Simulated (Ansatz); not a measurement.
An elementary step

Start structure (CH$_{5}$Al, singlet), relaxed at PBE0-D4/def2-TZVP:

| atom | x (Å) | y (Å) | z (Å) |
| --- | --- | --- | --- |
| Al1 | -2.3161 | -0.1381 | -0.6986 |
| H2 | 0.4218 | -0.4326 | -0.2997 |
| H3 | -1.4855 | -1.2954 | -1.5645 |
| C4 | 0.7545 | 0.2881 | 0.4524 |
| H5 | 1.8275 | 0.1588 | 0.5958 |
| H6 | 0.2414 | 0.1134 | 1.3983 |
| H7 | 0.5564 | 1.3061 | 0.1163 |

The step: AlH + CH₄ → CH₃Al ([CH3][Al]) + H₂; bonds formed: Al1–C4, H2–H3; bonds broken: Al1–H3, H2–C4. Computed with Ansatz 0.2.0 (basis: def2-TZVPP and def2-QZVPP); correlated methods freeze the cores. Extrapolation: Hartree–Fock as exp(−7.88 √X), correlation as X^−2.97. Energies below are by CCSD(T) at an estimated basis limit (MP2 extrapolated from triple and quadruple zeta, plus CCSD(T) − MP2 in triple zeta).

(1) What are the electronic barrier and the energy of the step, from the start structure to the end structure? (An estimate is asked for; the value comes from the calculation.)

T1 diagnostic: at most 0.013. The restricted Hartree–Fock reference is unstable towards an unrestricted one at one or more of these structures.

## Answers

(1) By the calculation: Barrier 1.329 eV; step energy 0.199 eV (uphill); reverse barrier, their difference, 1.130 eV. Barrier and step energy count from the start structure, the reverse barrier from the end structure.

The saddle point: One imaginary mode of 1252i cm⁻¹.
```json
{"pair": "Al1–C4", "start (Å)": "3.31", "saddle (Å)": "2.24", "end (Å)": "1.99"}
{"pair": "H2–H3", "start (Å)": "2.45", "saddle (Å)": "1.03", "end (Å)": "0.75"}
{"pair": "Al1–H3", "start (Å)": "1.67", "saddle (Å)": "1.82", "end (Å)": "3.22"}
{"pair": "H2–C4", "start (Å)": "1.09", "saddle (Å)": "1.49", "end (Å)": "3.25"}
```

Zero-point energy (harmonic, PBE0-D4): ZPE is 1.359 eV at the start and 1.296 eV at the saddle, so the barrier goes from 1.329 to 1.265 eV.

Labels in which every atom is bracketed show which atoms are joined, not bond orders.

For scale, one of the runs: CCSD(T)/def2-TZVPP, 143 basis functions, launched by `ansatz run in.yaml --threads 2 --pin off --events-out ev --progress --plain --max-ram 4352MiB`. Time: 6.5 s of wall clock on 2 CPU threads of an Arm Neoverse V1; the host was shared. Peak host memory: 0.78 GiB.
